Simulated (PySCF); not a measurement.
Species: C2H6, net charge 1, doublet state. SMILES of the parent species: CC
Coordinates optimised at B3LYP-D3(BJ)/def2-TZVP (Ansatz):
```xyz
8

C     -0.7102     0.0783     0.0615
C      0.7102    -0.0783    -0.0615
H     -1.2808    -0.4185    -0.7912
H     -1.0845     1.0520    -0.3982
H     -1.1686    -0.1179     1.0245
H      1.0845    -1.0520     0.3982
H      1.2808     0.4185     0.7912
H      1.1686     0.1179    -1.0245
```
Charge +1, spin multiplicity 2.

Dispersion corrections to the total energy (kcal/mol) from the dftd3 and dftd4 libraries through PySCF: D3(BJ) without and D4 with the three-body term, each with the damping fitted for the functional named.

| functional | D3(BJ) | D4 |
|---|---|---|
| CAM-B3LYP | -1.34 | -0.94 |
| B2PLYP | -1.44 | -0.82 |
| HSE06 | -1.10 | -0.88 |
| PBE0 | ? | -0.96 |
| BLYP | -4.21 | ? |
| PBE | -2.07 | -1.19 |
| BHLYP | -2.49 | ? |

### Question
What belongs in the gaps?

### Answer

- PBE0, D3(BJ): -1.66
- BLYP, D4: -2.79
- BHLYP, D4: -1.21
